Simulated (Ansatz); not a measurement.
## H interstitial in KTaO3

Theory: DFT PBE, scalar-relativistic, plane waves, PAW in Ansatz. Run with 420 eV cutoff, 2×2×2 k-mesh, shifted by half a step, Gaussian smearing of 0.01 eV, collinear spin.

Host crystal, relaxed:

```
K Ta O
1.0
     4.02439    0.00000    0.00000
     0.00000    4.02439    0.00000
     0.00000    0.00000    4.02439
K Ta O
1 1 3
Direct
  0.50000 0.50000 0.50000
  0.00000 0.00000 0.00000
  0.00000 0.50000 0.00000
  0.00000 0.00000 0.50000
  0.50000 0.00000 0.00000
```

Supercell of 40 atoms, rows in host cell vectors: 0 0 2; -2 0 0; 0 -2 0. Atoms relax at the host's cell, keeping the symmetry that the supercell leaves at the site. The cell is small, so energies carry finite-size errors of tenths of an eV. The host's Kohn–Sham gap is 2.16 eV. Atoms are taken from and returned to the elements' standard states.

Spin-orbit coupling is left out, which matters for the bands and energies of heavy elements.

Defect: H interstitial set at (0.000, 0.500, 0.500) of the host cell. Before relaxation its nearest neighbours are 4 O at 2.01 Å, 2 K at 2.01 Å.

| charge | E_f at the valence band top (eV) | moment (μB) | largest move (Å) | atoms near the site |
| --- | --- | --- | --- | --- |
| 0 | 3.40 | 1.00 | 0.16 | 4 O at 2.06 Å, 2 K at 2.17 Å |